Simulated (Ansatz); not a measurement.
# CH4SSi: vertical ionisation energy

The task here is to estimate one member of a computed series from the others.

The runs use Ansatz 0.2.0, Gaussian basis; unrestricted cation, the program's frozen cores in correlated methods.

The runs, in order: UKS PBE-D4/def2-TZVPP; UKS r2SCAN-D4/def2-TZVPP; UKS PBE0-D4/def2-TZVPP; UKS B3LYP-D4/def2-TZVPP; UKS wB97X-V/def2-TZVPP; UKS wB97M-V/def2-TZVPP; UKS B2PLYP/def2-TZVPP; UHF-CCSD(T)/def2-TZVPP; UHF-MP2/def2-QZVPP; extrapolation to the limit; then −ε(HOMO) from the neutral's earlier runs with LDA (SPW92), PBE-D4, revPBE-D4, BLYP-D4, r2SCAN-D4, B97M-V, PBE0-D4, B3LYP-D4, r2SCANh-D4, r2SCAN0-D4, HSE06-D4, BHLYP-D4, CAM-B3LYP-D4, LC-ωPBE, ωB97X-V, ωB97M-V.

## The geometry

An earlier PBE0-D4 in a triple-zeta def2 set relaxation fixed the geometry.

SMILES `C1[SiH2]S1`, 7 atoms, charge 0, spin multiplicity 1.

Atoms are counted from 1 here; the program's logs count them from 0.

Bond lengths: C1–Si2 1.839 Å, C1–S3 1.862 Å, C1–H4 1.086 Å, C1–H5 1.086 Å, Si2–S3 2.086 Å, Si2–H6 1.479 Å, Si2–H7 1.479 Å. Angles: Si2–C1–S3 68.6°, Si2–C1–H4 119.9°, Si2–C1–H5 119.9°, S3–C1–H4 113.2°, S3–C1–H5 113.2°, H4–C1–H5 113.6°, C1–Si2–S3 56.2°, C1–Si2–H6 119.3°, C1–Si2–H7 119.3°, S3–Si2–H6 118.8°, S3–Si2–H7 118.8°, H6–Si2–H7 113.2°, C1–S3–Si2 55.2°.

The first run:

Contents of in.yaml:

```yaml
crystal:
  periodic: [false, false, false]
  atoms:
    - {symbol: C, position_ang: [-0.707742, -0.124068, -0.604372]}
    - {symbol: Si, position_ang: [0.728362, 0.212624, 0.494695]}
    - {symbol: S, position_ang: [-0.558011, -1.411894, 0.731939]}
    - {symbol: H, position_ang: [-0.544508, -0.521570, -1.601389]}
    - {symbol: H, position_ang: [-1.607156, 0.477986, -0.519051]}
    - {symbol: H, position_ang: [0.653011, 1.328728, 1.461743]}
    - {symbol: H, position_ang: [2.097246, -0.029706, -0.009266]}
basis:
  gaussian: {orbitals: def2-TZVPP}
total_charge: 1
magnetization: {spin_polarized: true, initial_magnetization: 1}
hamiltonian: {xc: pbe, dispersion: d4}
```

Command:

```sh
$ ansatz run in.yaml --threads 2 --pin off --events-out ev --progress --plain --max-ram 4352MiB
```

Steps of the session up to this table: Cation, UKS PBE-D4/def2-TZVPP; Cation, UKS r2SCAN-D4/def2-TZVPP; Cation, UKS PBE0-D4/def2-TZVPP; Cation, UKS B3LYP-D4/def2-TZVPP; Cation, UKS wB97X-V/def2-TZVPP; Cation, UKS wB97M-V/def2-TZVPP; Cation, UKS B2PLYP (frozen core)/def2-TZVPP; Cation, UHF-CCSD(T)/def2-TZVPP; Cation, UHF-MP2/def2-QZVPP.

One of the session's tables, all rows but one given; the rest of the session is left out.

Orbital estimates, from the neutral's runs:

| functional | −ε(HOMO) (eV) |
| --- | --- |
| LDA (SPW92) | 5.88 |
| PBE-D4 | 5.79 |
| revPBE-D4 | 5.75 |
| BLYP-D4 | 5.61 |
| r2SCAN-D4 | 6.03 |
| B97M-V | 6.14 |
| PBE0-D4 | 6.98 |
| B3LYP-D4 | 6.73 |
| r2SCANh-D4 | 6.48 |
| r2SCAN0-D4 | ? |
| HSE06-D4 | 6.58 |
| BHLYP-D4 | 8.02 |
| CAM-B3LYP-D4 | 8.27 |
| LC-ωPBE | 9.69 |
| ωB97X-V | 9.32 |
| ωB97M-V | 9.16 |

**Question.** Estimate the row for r2SCAN0-D4.

Worked estimate for «−ε(HOMO) (eV)». Against the share of exact exchange, r2SCAN-D4 (0, 6.03), r2SCANh-D4 (0.1, 6.48) give a slope of 4.50 per unit share; at 0.25 the line stands at 7.15.

As computed: −ε(HOMO) (eV): 7.15. In «−ε(HOMO) (eV)» the line misses by 0.00.

Caveats from the session: The cation may have settled in a state other than its lowest; no search over hole states beyond the program's own was made.
